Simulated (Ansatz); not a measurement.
System: zinc-blende BeTe. Method: PBE0 (Ansatz, an electronic-structure program, PAW).

Settings: plane-wave cutoff 460 eV, 8×8×8 k mesh, Fermi–Dirac smearing 0.01 eV, scalar-relativistic PAW data made under PBE.

Computed points:

| V (Å³/atom) | E − E_lowest (meV/atom) | P (GPa) |
|---|---|---|
| 21.194 | 11.22 | 3.46 |
| 21.752 | 2.44 | 1.62 |
| 22.115 | 0.00 | 0.54 |
| 22.867 | 2.25 | -1.45 |
| 23.425 | 9.53 | -2.72 |

### Question
Estimate the bulk modulus from the pressures at 22.115 and 22.867 Å³/atom, and compare it with a fit to all energies.

### Answer
B = −V dP/dV. Between V = 22.115 and 22.867 Å³/atom, dP/dV = (-1.45 − (0.54))/(22.867 − 22.115) = -2.65 GPa per Å³/atom; at the midpoint 22.491 Å³/atom this gives B ≈ 59.5 GPa. The third-order Birch–Murnaghan fit gives V0 = 22.308 Å³/atom, B0 = 61.1 GPa, B′ = 3.9, which lies 3 % above that estimate.

Measured, for comparison: bulk modulus 67 GPa (room temperature, not corrected to a static lattice; as tabulated in Elmahjoubi et al. (2023), arXiv:2303.01780); equilibrium volume per atom 22.26 Å³/atom (temperature not stated, not corrected to a static lattice; as tabulated in Bernardini et al. (2000), arXiv:cond-mat/0007180). Computed (rounded) less measured: bulk modulus -9 %, equilibrium volume per atom +0.2 %.

Spin–orbit coupling is not included.

Static lattice: no zero-point or thermal effects.

Cost on a shared machine: about 14 core-minutes (a rough figure).
